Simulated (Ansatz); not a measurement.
Born–Oppenheimer molecular dynamics of H2LiN (4 atoms, charge 0, multiplicity 1). It starts from a relaxed structure.

The calculation used UKS PBE0-D4/6-31G* (Ansatz 0.2.0).

```yaml
ensemble: NVE (velocity Verlet)
time_step: 1 fs
steps_asked: 400
starting_velocities_drawn_for: 300 K
seed: 330870
```

Frames 1 fs apart, positions in Å, forces in eV/Å.

Velocities at 70.0 fs (Å/ps):

```
Li 0.74 0.92 -0.72
N -2.13 -1.36 0.69
H 8.68 6.92 -2.56
H 15.77 5.70 -2.01
```

```xyz
4
Properties=species:S:1:pos:R:3:forces:R:3 time_fs=70.0 energy_less_start_eV=0.055 T=106
Li -1.595 -0.207 -0.137 0.19 0.08 -0.06
N 0.147 0.001 -0.009 -0.40 1.57 -1.16
H 0.783 0.756 -0.359 -0.72 -1.05 0.51
H 0.673 -0.575 0.603 0.93 -0.60 0.71
4
Properties=species:S:1:pos:R:3:forces:R:3 time_fs=71.0 energy_less_start_eV=0.048 T=132
Li -1.594 -0.206 -0.137 0.17 0.07 -0.05
N 0.144 0.000 -0.008 0.14 1.43 -0.89
H 0.788 0.758 -0.359 -0.90 -1.16 0.54
H 0.693 -0.572 0.604 0.59 -0.34 0.40
4
Properties=species:S:1:pos:R:3:forces:R:3 time_fs=72.0 energy_less_start_eV=0.025 T=211
Li -1.593 -0.205 -0.138 0.15 0.05 -0.04
N 0.142 0.000 -0.009 0.58 0.72 -0.22
H 0.785 0.749 -0.354 -0.74 -0.85 0.36
H 0.719 -0.573 0.609 0.01 0.08 -0.10
4
Properties=species:S:1:pos:R:3:forces:R:3 time_fs=73.0 energy_less_start_eV=0.018 T=237
Li -1.592 -0.204 -0.139 0.13 0.03 -0.03
N 0.141 0.001 -0.009 0.68 -0.26 0.52
H 0.774 0.732 -0.345 -0.28 -0.19 0.02
H 0.745 -0.572 0.614 -0.53 0.41 -0.51
4
Properties=species:S:1:pos:R:3:forces:R:3 time_fs=74.0 energy_less_start_eV=0.037 T=167
Li -1.590 -0.203 -0.140 0.10 0.02 -0.02
N 0.139 0.001 -0.009 0.41 -1.21 1.13
H 0.761 0.713 -0.337 0.35 0.67 -0.41
H 0.765 -0.568 0.613 -0.86 0.53 -0.70
4
Properties=species:S:1:pos:R:3:forces:R:3 time_fs=75.0 energy_less_start_eV=0.059 T=93
Li -1.589 -0.202 -0.141 0.07 0.00 -0.01
N 0.138 0.001 -0.009 0.05 -1.71 1.38
H 0.751 0.700 -0.332 0.79 1.30 -0.75
H 0.778 -0.559 0.606 -0.91 0.41 -0.62
4
Properties=species:S:1:pos:R:3:forces:R:3 time_fs=76.0 energy_less_start_eV=0.048 T=128
Li -1.587 -0.201 -0.142 0.04 0.00 -0.02
N 0.137 -0.001 -0.007 -0.07 -1.37 1.08
H 0.749 0.700 -0.335 0.70 1.29 -0.77
H 0.782 -0.546 0.592 -0.67 0.08 -0.29
4
Properties=species:S:1:pos:R:3:forces:R:3 time_fs=77.0 energy_less_start_eV=0.025 T=206
Li -1.585 -0.199 -0.143 0.01 0.00 -0.02
N 0.136 -0.003 -0.005 0.05 -0.29 0.31
H 0.753 0.712 -0.344 0.11 0.67 -0.49
H 0.780 -0.532 0.576 -0.16 -0.38 0.20
4
Properties=species:S:1:pos:R:3:forces:R:3 time_fs=78.0 energy_less_start_eV=0.031 T=187
Li -1.583 -0.198 -0.144 -0.03 0.00 -0.03
N 0.135 -0.006 -0.002 0.18 0.93 -0.55
H 0.759 0.730 -0.359 -0.55 -0.12 -0.09
H 0.776 -0.521 0.562 0.40 -0.81 0.68
4
Properties=species:S:1:pos:R:3:forces:R:3 time_fs=79.0 energy_less_start_eV=0.053 T=113
Li -1.581 -0.197 -0.145 -0.07 0.00 -0.03
N 0.134 -0.008 0.000 0.35 1.68 -1.06
H 0.759 0.747 -0.374 -0.97 -0.73 0.23
H 0.775 -0.519 0.554 0.69 -0.95 0.86
4
Properties=species:S:1:pos:R:3:forces:R:3 time_fs=80.0 energy_less_start_eV=0.051 T=121
Li -1.580 -0.196 -0.146 -0.11 0.00 -0.03
N 0.134 -0.009 0.002 0.65 1.69 -1.00
H 0.750 0.758 -0.387 -1.06 -0.99 0.41
H 0.782 -0.525 0.555 0.51 -0.69 0.62
4
Properties=species:S:1:pos:R:3:forces:R:3 time_fs=81.0 energy_less_start_eV=0.027 T=205
Li -1.578 -0.194 -0.147 -0.14 -0.02 -0.03
N 0.134 -0.008 0.002 0.94 1.09 -0.49
H 0.731 0.758 -0.397 -0.83 -0.89 0.41
H 0.793 -0.539 0.561 0.02 -0.18 0.11
```

Of the whole run (400 fs, mean temperature of the second half 150 K): The conserved energy stayed within 1.6 meV per atom of its start (net change 0.41 meV per atom), so the integration is sound. The temperature averaged 0.50 of the 300 K drawn at the start: a run that starts near a minimum puts about half its kinetic energy into the potential. A run of 0.4 ps of so small a system gives no equilibrium averages.

Time of the run: 13 min on 1 thread of Intel(R) Xeon(R) Processor @ 2.50GHz (Skylake/Cascade Lake), with other jobs on the host, peak memory 0.1 GiB.
